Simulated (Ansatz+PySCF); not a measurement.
The numbers below are computed, except where a source is named.
Input for Ansatz (development build ahead of 0.2.0):

```yaml
crystal:
  periodic: [false, false, false]
  atoms:
    - { symbol: "N", position_ang: [0.0, 0.0, -0.13739] }
    - { symbol: H, position_ang: [0.0, 0.0, 0.96173] }
basis:
  gaussian: { orbitals: "6-31G" }
magnetization:
  spin_polarized: true
  initial_magnetization: 2
hamiltonian:
  xc: hf
correlation:
  method: mp2
  frozen_orbitals: { H: 0, "N": 1 }
```

The input is written out in the form of the current development build from the run's settings.

The run gave:

```yaml
Converged: yes
Reference_energy: -54.94018 hartree
Correlation_energy: -0.05735 hartree
Total_energy: -54.99753 hartree
Spin_squared_of_the_determinant: 2.019
Occupied_orbitals_by_symmetry_in_an_Abelian_subgroup_alpha;_beta: 3 A1 1 B1 1 B2; 3 A1
```
